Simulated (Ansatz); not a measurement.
# H8NPSi: the cost of one run

The runs use Ansatz 0.2.0, Gaussian basis; PBE0-D4/def2-SVP.

116 further runs of the same task are left out: 116 set aside as unsound or not needed.

### 1 The starting structure

The start, a pair relaxed at PBE0-D4: SMILES `[SiH3]N.P`, 11 atoms, charge 0, spin multiplicity 1.

Atoms are counted from 1 here; the program's logs count them from 0.

Bond lengths: Si1–N2 1.722 Å, Si1–H3 1.485 Å, Si1–H4 1.486 Å, Si1–H5 1.493 Å, N2–H6 1.008 Å, N2–H7 1.008 Å, P8–H9 1.420 Å, P8–H10 1.420 Å, P8–H11 1.420 Å. Angles: N2–Si1–H3 107.7°, N2–Si1–H4 107.8°, N2–Si1–H5 115.9°, H3–Si1–H4 110.4°, H3–Si1–H5 107.6°, H4–Si1–H5 107.4°, Si1–N2–H6 119.4°, Si1–N2–H7 119.3°, H6–N2–H7 110.5°, H9–P8–H10 93.2°, H9–P8–H11 93.2°, H10–P8–H11 93.6°.

Geometry (Å):

```tsv
atom	x (Å)	y (Å)	z (Å)
Si1	0.0883	-0.4644	-1.4883
N2	0.1609	1.2071	-1.0797
H3	1.3170	-1.1113	-0.9608
H4	-1.1188	-1.0397	-0.8397
H5	0.0041	-0.7752	-2.9464
H6	-0.6497	1.7875	-1.2271
H7	1.0045	1.7243	-1.2702
P8	-0.7730	-0.3663	2.5320
H9	0.0163	-1.4647	2.1006
H10	0.1287	-0.0267	3.5753
H11	-0.1782	0.5292	1.6045
```

### 2 Dynamics

The input, md/in.yaml:

```yaml
crystal:
  periodic: [false, false, false]
  atoms:
    - {symbol: Si, position_ang: [0.088261, -0.464358, -1.488294]}
    - {symbol: N, position_ang: [0.160926, 1.207148, -1.079723]}
    - {symbol: H, position_ang: [1.317033, -1.111288, -0.960805]}
    - {symbol: H, position_ang: [-1.118763, -1.039676, -0.839744]}
    - {symbol: H, position_ang: [0.004086, -0.775229, -2.946365]}
    - {symbol: H, position_ang: [-0.649666, 1.787528, -1.227098]}
    - {symbol: H, position_ang: [1.004482, 1.724345, -1.270162]}
    - {symbol: P, position_ang: [-0.773048, -0.366336, 2.531959]}
    - {symbol: H, position_ang: [0.016278, -1.464681, 2.100605]}
    - {symbol: H, position_ang: [0.128659, -0.026683, 3.575271]}
    - {symbol: H, position_ang: [-0.178248, 0.529232, 1.604457]}
basis:
  gaussian: {orbitals: def2-SVP}
hamiltonian: {xc: pbe0, dispersion: d4}
md: {n_steps: 60, timestep: 0.5, temperature: 300, ensemble: nvt_nose_hoover, seed: 684, initial_velocities: maxwell_boltzmann}
```

The run is started by

```sh
$ ansatz run in.yaml --threads 4 --pin off --events-out ev --progress --plain --max-ram 9574MiB
```

**Question.** How long does this run take on 4 threads of Arm Neoverse N1, shared host?

About 85 s.
